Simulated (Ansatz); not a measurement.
**CsGaSe₃ (P2₁/c, No. 14): band gap by level of theory**

No measured value is used here.

```json
[
 {"level (code)": "LDA (Ansatz)", "value (eV)": "1.55"},
 {"level (code)": "PBEsol (Ansatz)", "value (eV)": "1.65"},
 {"level (code)": "r²SCAN+SOC (Ansatz)", "value (eV)": "___"}
]
```

**Question.** What belongs in the gaps?

**Answer.** 
- r²SCAN+SOC (Ansatz, a first-principles code), value (eV): 2.15 (indirect)

Computed values are for a static lattice. Levels without +SOC have no spin–orbit coupling; where heavier elements are present it shifts gaps, mostly down, and can invert bands.  r²SCAN+SOC: the gap is read on the k mesh or supercell of the run alone and can be too large. Values are at a fixed cell, not relaxed at this level and not confirmed as the measured one. Cutoffs and k meshes differ between the levels. Ansatz's density-functional and Hartree–Fock values are scalar-relativistic unless marked +SOC, with PAW data made under PBE.
